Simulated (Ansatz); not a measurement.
# triplet Si2: levels of theory in one basis

```yaml
atoms:
  - { symbol: Si, position_ang: [0.0000, 0.0000, 0.0000] }
  - { symbol: Si, position_ang: [0.0000, 0.0000, 2.1337] }
```

Basis set: def2-SVP (spherical functions). Frozen core: 10 orbitals. Correlation on ROHF uses semicanonical orbitals with singles. Charge 0, multiplicity 3.

Computed with Ansatz (development build ahead of 0.2.0); each method stands on the lowest determinant of its kind that the runs found.

```tsv
method	E − E(ROHF) (eV)	<S²> of the determinant
ROHF	0.00	2.00
UHF	-0.09	2.02
ROHF-MP2	-3.47	–
UHF-MP2	-3.45	2.02
ROHF-CCSD(T)	-4.49	–
```

Caution: the determinant may break the point group. Caution for ROHF-MP2, UHF-MP2, ROHF-CCSD(T): another reference gives a lower total.
